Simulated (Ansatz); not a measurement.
Relaxing a trial structure of C5H8N+

The starting geometry of this gas-phase singlet was optimised with GFN2-xTB; its bonds are those of `C=CC[N+]#CC`.

```yaml
atoms:
  - { symbol: C, position_ang: [-0.3438, 3.0116, 0.1467] }
  - { symbol: C, position_ang: [0.1376, 1.7943, 0.2988] }
  - { symbol: C, position_ang: [-0.6768, 0.6596, 0.8783] }
  - { symbol: C, position_ang: [-0.6784, -1.2420, -0.7961] }
  - { symbol: C, position_ang: [-0.6583, -2.2773, -1.7415] }
  - { symbol: N, position_ang: [-0.7185, -0.4143, 0.0024] }
  - { symbol: H, position_ang: [-1.3563, 3.2713, 0.4085] }
  - { symbol: H, position_ang: [0.2699, 3.8097, -0.2318] }
  - { symbol: H, position_ang: [1.1568, 1.5457, 0.0425] }
  - { symbol: H, position_ang: [-0.2286, 0.3056, 1.8144] }
  - { symbol: H, position_ang: [-1.7056, 0.9789, 1.0726] }
  - { symbol: H, position_ang: [-0.9659, -1.8969, -2.7190] }
  - { symbol: H, position_ang: [-1.3433, -3.0745, -1.4408] }
  - { symbol: H, position_ang: [0.3503, -2.6907, -1.8228] }
```

Where would you expect an optimisation with B3LYP/def2-SVP to take it?

It keeps its bonds, and is `C=CC[N+]#CC`.

The energy falls by 0.13 eV over 20 steps:

```tsv
step	E − E(last) (eV)
1	0.133
3	0.008
5	0.001
7	0.000
9	0.000
12	0.000
14	0.000
16	0.000
18	0.000
20	0.000
```

Final geometry (Å):

| atom | x (Å) | y (Å) | z (Å) |
| --- | --- | --- | --- |
| C | -0.3859 | 3.0425 | 0.1237 |
| C | 0.1712 | 1.8528 | 0.3589 |
| C | -0.6076 | 0.6865 | 0.9125 |
| C | -0.6744 | -1.2640 | -0.8068 |
| C | -0.6972 | -2.3325 | -1.7809 |
| N | -0.6594 | -0.4164 | -0.0298 |
| H | -1.4506 | 3.2343 | 0.2927 |
| H | 0.2163 | 3.8813 | -0.2350 |
| H | 1.2414 | 1.6865 | 0.1971 |
| H | -0.1519 | 0.2705 | 1.8271 |
| H | -1.6531 | 0.9500 | 1.1357 |
| H | -0.8961 | -1.9126 | -2.7807 |
| H | -1.4913 | -3.0508 | -1.5183 |
| H | 0.2778 | -2.8472 | -1.7841 |

The end wasn't checked by frequencies. Run with Ansatz 0.2.0, 80 s on 2 threads of Intel(R) Xeon(R) Processor @ 2.70GHz (shared host).
